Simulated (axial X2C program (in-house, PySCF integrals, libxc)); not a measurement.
# AlH⁻ along the bond: HF, two-component

Computed with an in-house relativistic program for diatomic molecules. Two-component (2c) means X2C with spin–orbit coupling and atomic mean-field two-electron Coulomb and Gaunt terms. Basis: Al dyall-av3z [9s9p3d2f], H dyall-av3z [7s3p2d] (cores contracted in-house); Gaussian nuclei, density fitting, unrestricted open shells. Masses: Al 26.982 u, H 1.008 u.

State: Ω = 1/2 (⟨Sz⟩ = -0.50, ⟨Lz⟩ = 1.00 at HF). Dipoles are positive if H is the positive end and refer to the centre of mass.

```tsv
R (Å)	μ (D)	HOMO (eV)	LUMO (eV)
1.481	1.135	0.06	2.68
1.549	0.898	0.04	2.70
1.600	0.707	0.03	2.71
1.651	0.506	0.01	2.72
1.702	0.292	-0.01	2.74
1.762	0.026	-0.04	2.75
1.821	-0.258	-0.07	2.77
1.898	-0.650	-0.12	2.78
1.991	-1.170	-0.18	2.80
2.127	-2.005	-0.30	2.81
```

(1) The minimum lies at 1.678 Å. What is the dipole moment there?

One determinant describes the state; a PBE0 search over occupations chose it and may have missed a lower one. The highest occupied level is positive at some bond lengths even in Hartree–Fock (under at least one Hamiltonian), so the basis set holds the extra electron there; where that holds at Re the anion is at best weakly bound and its constants depend on the basis. The LUMO of an anion is an unbound level whose energy the basis sets.

## Answers

(1) At HF, 2c, with the sign and origin stated: μ = 0.39 D.
